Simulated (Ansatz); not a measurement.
A calculation with Ansatz (development build ahead of 0.2.0).

```yaml
crystal:
  periodic: [false, false, false]
  atoms:
    - { symbol: Si, position_ang: [0.0, 0.0, -1.00308] }
    - { symbol: S, position_ang: [0.0, 0.0, 1.00308] }
basis:
  gaussian: { orbitals: "6-31G" }
hamiltonian:
  xc: hf
correlation:
  method: ccsd_t
  frozen_orbitals: { S: 5, Si: 5 }
```

The input is written out in the form of the current development build from the run's settings.

The run gave:

- Converged: yes
- Reference energy: -686.38210 hartree
- Correlation energy: -0.12402 hartree
- Total energy: -686.50612 hartree
